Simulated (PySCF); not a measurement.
A ladder for the ionisation energy of C

C [He] 2s2 2p2 (3P) → C⁺ [He] 2s2 2p1 (2P). Scalar values calculated with PySCF 2.14 in aug-cc-pVQZ-DK (spin-free X2C; valence: 1s2 frozen). The spin-orbit shift comes from two-component X2C-1e calculations (generalised Hartree-Fock, GHF, and MP2 on its spinors, GMP2) in x2c-QZVPPall-2c: GMP2 gives 11.279 eV without and 11.277 eV with screened spin-orbit coupling, a shift of -0.003 eV (GHF: -0.003 eV). Sums use unrounded values; where a UHF row is shifted, it takes the GHF shift.

```
           method  scalar (eV)  plus spin-orbit shift (eV)  error (eV)
              UHF       10.795                      10.792      -0.469
    MP2 (valence)       11.279                      11.276       0.016
SCS-MP2 (valence)       11.145                      11.142      -0.118
   CCSD (valence)       11.173                      11.170      -0.090
CCSD(T) (valence)       11.204                      11.201      -0.059
              LDA       11.686                      11.684       0.423
              PBE       11.537                      11.534       0.273
             PBE0       11.510                      11.507       0.247
           r2SCAN       11.663                      11.660       0.400
             BP86       11.580                      11.577       0.317
          r2SCANh       11.639                      11.636       0.376
             PW91       11.607                      11.605       0.344
            M06-L       11.388                      11.386       0.125
```

Reference: 11.260 eV (measured; NIST Atomic Spectra Database, ionization energies).

The errors of the correlated levels include the incompleteness of the basis and the frozen core, so a lower level can come closer by cancellation.
